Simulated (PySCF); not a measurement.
# Mayer bond orders and bond lengths

N-allylmethylamine, C₄H₉N.
Numbering: `[CH2:1]=[CH:2][CH2:3][NH:4][CH3:5]` (hydrogens: H6, H7 on C1; H8 on C2; H9, H10 on C3; H11 on N4; H12, H13, H14 on C5)

Geometry (PBE0-D3(BJ)/def2-SVP, Å), atoms numbered from 1 in this order:
```xyz
14
C4H9N angstrom
C      2.3431    0.9157    0.5224
C      1.4579   -0.0803    0.4814
C     -0.0283    0.0907    0.4590
N     -0.6196   -0.6428   -0.6344
C     -2.0578   -0.5920   -0.6747
H      2.0232    1.9631    0.5383
H      3.4193    0.7251    0.5492
H      1.8035   -1.1208    0.4504
H     -0.2801    1.1762    0.4641
H     -0.4458   -0.3186    1.3995
H     -0.2227   -0.3243   -1.5150
H     -2.4312   -1.1427   -1.5511
H     -2.4866    0.4345   -0.7087
H     -2.4755   -1.0837    0.2200
```

Bond orders from the PBE0/pcSseg-1 density (PySCF). Geometry: PBE0-D3(BJ)/def2-SVP, one conformer, isolated molecule.

Question: How far do the computed orders between heavy atoms stray from the drawn ones?

Answer: The largest departure is 0.039, at C2–C3 (drawn single, 1.039) and C3–N4 (drawn single, 0.962).

Question: Give the Mayer order of every bond between heavy atoms, beside its length.

Answer: 
```tsv
bond	drawn as	length (Å)	Mayer order
C1–C2	double	1.333	1.972
C2–C3	single	1.496	1.039
C3–N4	single	1.443	0.962
N4–C5	single	1.440	1.001
```

Bonds between the same two heavy elements. C–C: lowest C2–C3 (1.039, 1.496 Å), highest C1–C2 (1.972, 1.333 Å). C–N: lowest C3–N4 (0.962, 1.443 Å), highest N4–C5 (1.001, 1.440 Å).

Question: And the bonds to hydrogen?

Answer: C–H: 0.93 to 0.97 (8 bonds); H–N: 0.94 (1 bond).

Question: Sum the orders of all bonds at each heavy atom with more than one neighbour and set the sums beside the valence in the SMILES.

Answer: C1 3.876 (drawn 4), C2 3.965 (drawn 4), C3 3.870 (drawn 4), N4 2.900 (drawn 3), C5 3.890 (drawn 4). Orders between atoms that aren't bonded are not in these sums.

Mayer orders depend on the basis set.

These values come from a run that also computed NMR shieldings. The run took 10 s on an Arm Neoverse V1 with one thread, on a shared host.
